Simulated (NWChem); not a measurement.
Everything below was run with NWChem. System: dimethyl ether (C$_{2}$H$_{6}$O), charge 0, spin multiplicity 1, at a geometry optimised with PBE0/def2-SVP. Level: G0W0@PBE/def2-TZVP, RI basis def2-tzvp-rifit.

The NWChem input:

```
start mol
memory heap 200 mb stack 700 mb global 1700 mb
geometry units angstroms nocenter noautoz
  C     -1.161079     0.000000    -0.188064
  O      0.000000     0.000000     0.577790
  C      1.161079     0.000000    -0.188064
  H     -1.233042    -0.895231    -0.839514
  H     -1.233042     0.895231    -0.839514
  H     -2.021460     0.000000     0.496256
  H      1.233042    -0.895231    -0.839514
  H      2.021460     0.000000     0.496256
  H      1.233042     0.895231    -0.839514
  symmetry group C2v
end
basis spherical
  * library def2-tzvp
end
basis "ri basis" bse spherical
  * library def2-tzvp-rifit
end
dft
  xc xpbe96 cpbe96
  iterations 100
  direct
  tolerances tight
end
task dft energy
gw
  states alpha occ 4 vir 2
end
task dft gw
```

Part of the output:

```
             Northwest Computational Chemistry Package (NWChem) 7.3.0
             --------------------------------------------------------

                                NWChem Input Module
                                -------------------

 Scaling coordinates for geometry "geometry" by  1.889725989
 (inverse scale =  0.529177249)

 Turning off AUTOSYM since
 SYMMETRY directive was detected!

                             Geometry "geometry" -> ""
                             -------------------------

 Output coordinates in angstroms (scale by  1.889725989 to convert to a.u.)

  No.       Tag          Charge          X              Y              Z
 ---- ---------------- ---------- -------------- -------------- --------------
    1 C                    6.0000    -1.16107900     0.00000000    -0.18806400
    2 O                    8.0000     0.00000000     0.00000000     0.57779000
    3 C                    6.0000     1.16107900     0.00000000    -0.18806400
    4 H                    1.0000    -1.23304200    -0.89523100    -0.83951400
    5 H                    1.0000    -1.23304200     0.89523100    -0.83951400
    6 H                    1.0000    -2.02146000     0.00000000     0.49625600
    7 H                    1.0000     1.23304200    -0.89523100    -0.83951400
    8 H                    1.0000     2.02146000     0.00000000     0.49625600
    9 H                    1.0000     1.23304200     0.89523100    -0.83951400

 Effective nuclear repulsion energy (a.u.)      84.3016847105

            Nuclear Dipole moment (a.u.)
            ----------------------------
        X                 Y               Z
 ---------------- ---------------- ----------------
     0.0000000000     0.0000000000     0.0000151178

      Symmetry information
      --------------------

 Group name             C2v
 Group number             16
 Group order               4
 No. of unique centers     4

      Symmetry unique atoms

     1    2    4    6


 Summary of "ao basis" -> "" (spherical)
 ------------------------------------------------------------------------------
       Tag                 Description            Shells   Functions and Types
 ---------------- ------------------------------  ------  ---------------------
 *                         def2-tzvp                  on all atoms

 new library libraries.bse/

 Summary of "ri basis" -> "" (spherical)
 ------------------------------------------------------------------------------
       Tag                 Description            Shells   Functions and Types
 ---------------- ------------------------------  ------  ---------------------
 *                      def2-tzvp-rifit               on all atoms

  pbe96 is a nonlocal functional; adding pw91lda local functional.

                                 NWChem DFT Module
                                 -----------------

 Summary of "ao basis" -> "ao basis" (spherical)
 ------------------------------------------------------------------------------
       Tag                 Description            Shells   Functions and Types
 ---------------- ------------------------------  ------  ---------------------
 C                         def2-tzvp                11       31   5s3p2d1f
 O                         def2-tzvp                11       31   5s3p2d1f
 H                         def2-tzvp                 4        6   3s1p

 Summary of "ao basis" -> "ao basis" (spherical)
 ------------------------------------------------------------------------------
       Tag                 Description            Shells   Functions and Types
 ---------------- ------------------------------  ------  ---------------------
 C                         def2-tzvp                11       31   5s3p2d1f
 O                         def2-tzvp                11       31   5s3p2d1f
 H                         def2-tzvp                 4        6   3s1p

      Symmetry analysis of basis
      --------------------------

        a1         46
        a2         20
        b1         39
        b2         24

            General Information
            -------------------
          SCF calculation type: DFT
          Wavefunction type:  closed shell.
          No. of atoms     :     9
          No. of electrons :    26
           Alpha electrons :    13
            Beta electrons :    13
          Charge           :     0
          Spin multiplicity:     1
          Use of symmetry is: on ; symmetry adaption is: on
          Maximum number of iterations: 100
          This is a Direct SCF calculation.
          AO basis - number of functions:   129
                     number of shells:    57
          Convergence on energy requested:  1.00D-06
          Convergence on density requested:  1.00D-05
          Convergence on gradient requested:  5.00D-04

              XC Information
              --------------
          PerdewBurkeErnzerhof Exchange Functional  1.000
            Perdew 1991 LDA Correlation Functional  1.000 local
           PerdewBurkeErnz. Correlation Functional  1.000 non-local

             Grid Information
             ----------------
          Grid used for XC integration:  medium
          Radial quadrature: Mura-Knowles
          Angular quadrature: Lebedev.
          Tag              B.-S. Rad. Rad. Pts. Rad. Cut. Ang. Pts.
          ---              ---------- --------- --------- ---------
          C                   0.70       49          10.0       434
          O                   0.60       49           8.0       434
          H                   0.35       45          11.0       434
          Grid pruning is: on
[...]
 Total energy =    -154.802954
 1-e energy   =    -373.555966
 2-e energy   =     134.451327
 HOMO         =      -0.342239
 LUMO         =       0.084236

      Symmetry analysis of molecular orbitals - initial
      -------------------------------------------------

  Numbering of irreducible representations:

     1 a1          2 a2          3 b1          4 b2

  Orbital symmetries:

     1 a1          2 a1          3 b1          4 a1          5 b1
     6 a1          7 b2          8 b1          9 a1         10 a2
    11 b1         12 a1         13 b2         14 a1         15 a1
    16 b1         17 a1         18 b2         19 b1         20 a2
    21 b1         22 a1         23 b2

   convergence    iter        energy       DeltaE   RMS-Dens  Diis-err    time
 ---------------- ----- ----------------- --------- --------- ---------  ------
 d= 0,ls=0.0,diis     1   -154.8379360319 -2.39D+02  6.25D-03  6.49D-01     2.3
 d= 0,ls=0.0,diis     2   -154.8090721869  2.89D-02  4.48D-03  8.48D-01     3.9
 d= 0,ls=0.0,diis     3   -154.8735305945 -6.45D-02  1.41D-03  1.78D-01     5.4
 d= 0,ls=0.0,diis     4   -154.8868908597 -1.34D-02  4.75D-04  7.25D-03     6.8
 d= 0,ls=0.0,diis     5   -154.8876436196 -7.53D-04  1.54D-04  7.26D-04     8.3
 d= 0,ls=0.0,diis     6   -154.8877364133 -9.28D-05  1.34D-05  5.49D-06     9.7
 d= 0,ls=0.0,diis     7   -154.8877370577 -6.44D-07  3.01D-06  3.12D-07    11.1

         Total DFT energy =     -154.887737057691
      One electron energy =     -376.551553370116
           Coulomb energy =      158.838697879095
    Exchange-Corr. energy =      -21.476566277167
 Nuclear repulsion energy =       84.301684710498

 Numeric. integr. density =       26.000013231404

     Total iterative time =     10.5s

                  Occupations of the irreducible representations
                  ----------------------------------------------

                     irrep           alpha         beta
                     --------     --------     --------
                     a1                6.0          6.0
                     a2                1.0          1.0
                     b1                4.0          4.0
                     b2                2.0          2.0

                       DFT Final Molecular Orbital Analysis
                       ------------------------------------

 Vector   11  Occ=2.000000D+00  E=-3.322539D-01  Symmetry=b1
              MO Center= -2.0D-13, -3.3D-15,  3.7D-02, r^2= 3.4D+00
   Bfn.  Coefficient  Atom+Function         Bfn.  Coefficient  Atom+Function
  ----- ------------  ---------------      ----- ------------  ---------------
     6      0.195634  1 C  px                68      0.195634  3 C  px
   107     -0.194984  6 H  s                119      0.194984  8 H  s
     8     -0.149235  1 C  pz                70      0.149235  3 C  pz
     9      0.138295  1 C  px                71      0.138295  3 C  px
   106     -0.133109  6 H  s                118      0.133109  8 H  s

 Vector   12  Occ=2.000000D+00  E=-2.764193D-01  Symmetry=a1
              MO Center=  2.0D-13,  6.1D-13,  3.0D-01, r^2= 2.1D+00
   Bfn.  Coefficient  Atom+Function         Bfn.  Coefficient  Atom+Function
  ----- ------------  ---------------      ----- ------------  ---------------
    39      0.355887  2 O  pz                42      0.288055  2 O  pz
    45      0.224831  2 O  pz                 8     -0.165315  1 C  pz
    70     -0.165315  3 C  pz                35      0.139723  2 O  s
    36      0.122308  2 O  s                 11     -0.117792  1 C  pz
    73     -0.117792  3 C  pz               107     -0.110468  6 H  s

 Vector   13  Occ=2.000000D+00  E=-2.147742D-01  Symmetry=b2
              MO Center=  2.3D-14, -6.2D-13,  1.3D-01, r^2= 1.9D+00
   Bfn.  Coefficient  Atom+Function         Bfn.  Coefficient  Atom+Function
  ----- ------------  ---------------      ----- ------------  ---------------
    38      0.422663  2 O  py                41      0.348617  2 O  py
    44      0.272008  2 O  py                96      0.153339  4 H  s
   102     -0.153339  5 H  s                114      0.153339  7 H  s
   126     -0.153339  9 H  s                 95      0.120161  4 H  s
   101     -0.120161  5 H  s                113      0.120161  7 H  s

 Vector   14  Occ=0.000000D+00  E= 2.047264D-02  Symmetry=a1
              MO Center=  4.2D-15,  3.7D-16, -6.0D-01, r^2= 6.3D+00
   Bfn.  Coefficient  Atom+Function         Bfn.  Coefficient  Atom+Function
  ----- ------------  ---------------      ----- ------------  ---------------
     5      2.223141  1 C  s                 67      2.223141  3 C  s
    96     -1.202690  4 H  s                102     -1.202690  5 H  s
   114     -1.202690  7 H  s                126     -1.202690  9 H  s
   108     -0.840437  6 H  s                120     -0.840437  8 H  s
    14     -0.453990  1 C  pz                76     -0.453990  3 C  pz

 Vector   15  Occ=0.000000D+00  E= 5.922421D-02  Symmetry=a1
              MO Center= -5.9D-12, -1.9D-17, -3.3D-01, r^2= 5.8D+00
   Bfn.  Coefficient  Atom+Function         Bfn.  Coefficient  Atom+Function
  ----- ------------  ---------------      ----- ------------  ---------------
    36      1.944980  2 O  s                  5     -1.142219  1 C  s
    67     -1.142219  3 C  s                 12     -0.646318  1 C  px
    74      0.646318  3 C  px                45     -0.409887  2 O  pz
    96      0.391009  4 H  s                102      0.391009  5 H  s
   114      0.391009  7 H  s                126      0.391009  9 H  s

 Vector   16  Occ=0.000000D+00  E= 5.994280D-02  Symmetry=b1
              MO Center=  5.9D-12,  4.9D-17, -4.9D-01, r^2= 8.6D+00
   Bfn.  Coefficient  Atom+Function         Bfn.  Coefficient  Atom+Function
  ----- ------------  ---------------      ----- ------------  ---------------
     5      3.621970  1 C  s                 67     -3.621970  3 C  s
    96     -1.412320  4 H  s                102     -1.412320  5 H  s
   114      1.412320  7 H  s                126      1.412320  9 H  s
   108     -1.151271  6 H  s                120      1.151271  8 H  s
    43      0.465025  2 O  px                12      0.307768  1 C  px

 center of mass
 --------------
 x =   0.00000000 y =   0.00000000 z =   0.09621078

 moments of inertia (a.u.)
 ------------------
          45.129962628800           0.000000000000           0.000000000000
           0.000000000000         200.433327320169           0.000000000000
           0.000000000000           0.000000000000         178.378433819616

     Multipole analysis of the density
     ---------------------------------

     L   x y z        total         alpha         beta         nuclear
     -   - - -        -----         -----         ----         -------
     0   0 0 0     -0.000000    -13.000000    -13.000000     26.000000

     1   1 0 0     -0.000000     -0.000000     -0.000000      0.000000
     1   0 1 0     -0.000000     -0.000000     -0.000000      0.000000
     1   0 0 1     -0.415429     -0.207722     -0.207722      0.000015

     2   2 0 0    -13.205577    -60.939076    -60.939076    108.672575
     2   1 1 0      0.000000      0.000000      0.000000      0.000000
     2   1 0 1     -0.000000     -0.000000     -0.000000      0.000000
     2   0 2 0    -15.278197    -13.363076    -13.363076     11.447954
     2   0 1 1      0.000000      0.000000      0.000000      0.000000
     2   0 0 2    -15.939573    -19.409373    -19.409373     22.879174

 Task  times  cpu:       11.2s     wall:       11.2s

                                NWChem Input Module
                                -------------------

                                 NWChem GW Module
                                 ----------------

                             ***********************
                             ***        GW       ***
                             ***********************

 Summary of "ri basis" -> "ri basis" (spherical)
 ------------------------------------------------------------------------------
       Tag                 Description            Shells   Functions and Types
 ---------------- ------------------------------  ------  ---------------------
 C                      def2-tzvp-rifit             22       76   8s6p4d3f1g
 O                      def2-tzvp-rifit             22       76   8s6p4d3f1g
 H                      def2-tzvp-rifit              7       15   4s2p1d

                 Memory Information
                 ------------------
          Available GA per process is          1699.9 MBs
          Available stack per process is        700.0 MBs
          Available heap per process is           0.0 MBs

          Peak memory in Initialization
              Peak GA per process is                  5.6 MBs
              Peak stack per process is               0.2 MBs
              Peak heap per process is                5.9 MBs
              Memory not in MA per process            0.0 MBs

          Peak memory in AFF Calculation
              Peak GA per process is                 25.6 MBs
              Peak stack per process is              17.3 MBs
              Peak heap per process is                0.0 MBs
              Memory not in MA per process           17.3 MBs

          Computing 2-center integrals
          Computing Inverse Cholesky factor
          Computing 3-center integrals
          Computing V_xc ...

          Computing Sigma_x
          Computing RPA polarizability
          Solving quasiparticle equations

                  Alpha Orbitals
          State     Energy (eV)     Error (eV)
          -----------------------------------
@GW        10        -13.415           0.003
@GW        11        -12.995           0.003
@GW        12        -11.268           0.002
@GW        13         -9.466           0.002
@GW        14          3.175           0.002
@GW        15          4.517           0.002

   Applying  -3.6216 eV scissor-shift to rest of particle states

   Applying   2.6179 eV scissor-shift to rest of hole states

     GW Timing Statistics
   ------------------------
   Init.   :          0.1s
     ERIs  :          1.8s
     Distr.:          0.0s
     Vxc   :          0.3s
   Sigma_x :          0.0s
   RPA     :          1.1s
   Wmn     :          0.0s
   Sigma_c :          0.0s
   GW total:          3.4s

 Task  times  cpu:        3.4s     wall:        3.4s

 Total times  cpu:       14.6s     wall:       14.6s
```
